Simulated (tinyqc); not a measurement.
Inside a calculation. Method: UHF in the sto-3g basis, for BH, spin multiplicity 3. This run ends on a higher stationary point, not on the lowest solution. One step of it, computed by the program tinyqc.

Problem. Iteration 3: building the Fock matrix. J_ij = sum D_kl (ij|kl) with D = D(alpha) + D(beta), K_ij = sum D_kl (ik|jl) for each spin; F = H + J - K(s); E = tr D H + tr D J / 2 - 0.5 sum_s tr D(s) K(s) + E_nn.

D(alpha) after iteration 2:
```
            1B 1s      1B 2s    1B 2px    1B 2py     1B 2pz      2H 1s
1B 1s    1.029294  -0.126819  0.000000  0.000000  -0.049477  -0.135436
1B 2s   -0.126819   0.531600  0.000000  0.000000   0.160149   0.436563
1B 2px   0.000000   0.000000  1.000000  0.000000   0.000000   0.000000
1B 2py   0.000000   0.000000  0.000000  1.000000   0.000000   0.000000
1B 2pz  -0.049477   0.160149  0.000000  0.000000   0.048374   0.131872
2H 1s   -0.135436   0.436563  0.000000  0.000000   0.131872   0.359496
```

D(beta) after iteration 2:
```
            1B 1s     1B 2s    1B 2px    1B 2py     1B 2pz      2H 1s
1B 1s    0.988986  0.013288  0.000000  0.000000  -0.018927  -0.059827
1B 2s    0.013288  0.044946  0.000000  0.000000   0.058979   0.187226
1B 2px   0.000000  0.000000  0.000000  0.000000   0.000000   0.000000
1B 2py   0.000000  0.000000  0.000000  0.000000   0.000000   0.000000
1B 2pz  -0.018927  0.058979  0.000000  0.000000   0.078735   0.249931
2H 1s   -0.059827  0.187226  0.000000  0.000000   0.249931   0.793366
```

core Hamiltonian H = T + V (hartree):
```
             1B 1s      1B 2s     1B 2px     1B 2py     1B 2pz      2H 1s
1B 1s   -12.539393  -3.246126   0.000000   0.000000  -0.004478  -0.044566
1B 2s    -3.246126  -3.630755   0.000000   0.000000  -0.045793  -0.218264
1B 2px    0.000000   0.000000  -2.828912   0.000000   0.000000   0.000000
1B 2py    0.000000   0.000000   0.000000  -2.828912   0.000000   0.000000
1B 2pz   -0.004478  -0.045793   0.000000   0.000000  -2.849674  -0.275015
2H 1s    -0.044566  -0.218264   0.000000   0.000000  -0.275015  -1.558083
```

Two-electron integrals (ij|kl) in chemists' order, unique and non-zero (hartree):
```
(11|11) 2.923513   (21|11) 0.518376   (21|21) 0.109262   (22|11) 0.744229
(22|21) 0.193177   (22|22) 0.544804   (31|31) 0.020264   (32|31) 0.029996
(32|32) 0.120346   (33|11) 0.742491   (33|21) 0.193240   (33|22) 0.544682
(33|33) 0.586773   (41|41) 0.020264   (42|41) 0.029996   (42|42) 0.120346
(43|43) 0.031630   (44|11) 0.742491   (44|21) 0.193240   (44|22) 0.544682
(44|33) 0.523513   (44|44) 0.586773   (51|51) 0.020264   (52|51) 0.029996
(52|52) 0.120346   (53|53) 0.031630   (54|54) 0.031630   (55|11) 0.742491
(55|21) 0.193240   (55|22) 0.544682   (55|33) 0.523513   (55|44) 0.523513
(55|55) 0.586773   (61|11) 0.006833   (61|21) 0.001444   (61|22) 0.002590
(61|33) 0.002576   (61|44) 0.002576   (61|51) 0.000129   (61|52) 0.000240
(61|55) 0.002619   (61|61) 0.000020   (62|11) 0.032871   (62|21) 0.008758
(62|22) 0.029474   (62|33) 0.028541   (62|44) 0.028541   (62|51) 0.000951
(62|52) 0.006999   (62|55) 0.031305   (62|61) 0.000127   (62|62) 0.003162
(63|31) 0.000585   (63|32) 0.003267   (63|53) 0.001140   (63|63) 0.000233
(64|41) 0.000585   (64|42) 0.003267   (64|54) 0.001140   (64|64) 0.000233
(65|11) 0.041070   (65|21) 0.011019   (65|22) 0.038417   (65|33) 0.036761
(65|44) 0.036761   (65|51) 0.001483   (65|52) 0.010717   (65|55) 0.041685
(65|61) 0.000163   (65|62) 0.004638   (65|65) 0.006918   (66|11) 0.218298
(66|21) 0.058792   (66|22) 0.218003   (66|33) 0.211297   (66|44) 0.211297
(66|51) 0.004474   (66|52) 0.045320   (66|55) 0.231314   (66|61) 0.000837
(66|62) 0.035293   (66|65) 0.056081   (66|66) 0.774606
```

nuclear repulsion = 1.09153715 hartree

Give: Coulomb J; exchange K(alpha); exchange K(beta); F(alpha); F(beta); total energy of this density.

Solution.

Coulomb J (hartree):
```
         1B 1s   1B 2s  1B 2px  1B 2py  1B 2pz   2H 1s
1B 1s   8.1126  1.6304  0.0000  0.0000  0.0178  0.0218
1B 2s   1.6304  3.2473  0.0000  0.0000  0.1177  0.1935
1B 2px  0.0000  0.0000  3.2518  0.0000  0.0000  0.0000
1B 2py  0.0000  0.0000  0.0000  3.2518  0.0000  0.0000
1B 2pz  0.0178  0.1177  0.0000  0.0000  3.2269  0.2615
2H 1s   0.0218  0.1935  0.0000  0.0000  0.2615  2.0037
```

exchange K(alpha) (hartree):
```
          1B 1s   1B 2s  1B 2px  1B 2py   1B 2pz   2H 1s
1B 1s    2.9767  0.5900  0.0000  0.0000  -0.0021  0.0055
1B 2s    0.5900  0.6259  0.0000  0.0000   0.1209  0.1373
1B 2px   0.0000  0.0000  0.7002  0.0000   0.0000  0.0000
1B 2py   0.0000  0.0000  0.0000  0.7002   0.0000  0.0000
1B 2pz  -0.0021  0.1209  0.0000  0.0000   0.1913  0.0873
2H 1s    0.0055  0.1373  0.0000  0.0000   0.0873  0.3278
```

exchange K(beta) (hartree):
```
          1B 1s   1B 2s  1B 2px  1B 2py   1B 2pz   2H 1s
1B 1s    2.9114  0.5355  0.0000  0.0000  -0.0005  0.0074
1B 2s    0.5355  0.1632  0.0000  0.0000   0.0570  0.0846
1B 2px   0.0000  0.0000  0.0306  0.0000   0.0000  0.0000
1B 2py   0.0000  0.0000  0.0000  0.0306   0.0000  0.0000
1B 2pz  -0.0005  0.0570  0.0000  0.0000   0.1026  0.1193
2H 1s    0.0074  0.0846  0.0000  0.0000   0.1193  0.6569
```

F(alpha) (hartree):
```
          1B 1s    1B 2s   1B 2px   1B 2py   1B 2pz    2H 1s
1B 1s   -7.4035  -2.2057   0.0000   0.0000   0.0154  -0.0283
1B 2s   -2.2057  -1.0094   0.0000   0.0000  -0.0490  -0.1621
1B 2px   0.0000   0.0000  -0.2773   0.0000   0.0000   0.0000
1B 2py   0.0000   0.0000   0.0000  -0.2773   0.0000   0.0000
1B 2pz   0.0154  -0.0490   0.0000   0.0000   0.1859  -0.1008
2H 1s   -0.0283  -0.1621   0.0000   0.0000  -0.1008   0.1178
```

F(beta) (hartree):
```
          1B 1s    1B 2s  1B 2px  1B 2py   1B 2pz    2H 1s
1B 1s   -7.3382  -2.1513  0.0000  0.0000   0.0138  -0.0302
1B 2s   -2.1513  -0.5466  0.0000  0.0000   0.0149  -0.1094
1B 2px   0.0000   0.0000  0.3923  0.0000   0.0000   0.0000
1B 2py   0.0000   0.0000  0.0000  0.3923   0.0000   0.0000
1B 2pz   0.0138   0.0149  0.0000  0.0000   0.2746  -0.1328
2H 1s   -0.0302  -0.1094  0.0000  0.0000  -0.1328  -0.2113
```

total energy of this density = -24.323981 hartree
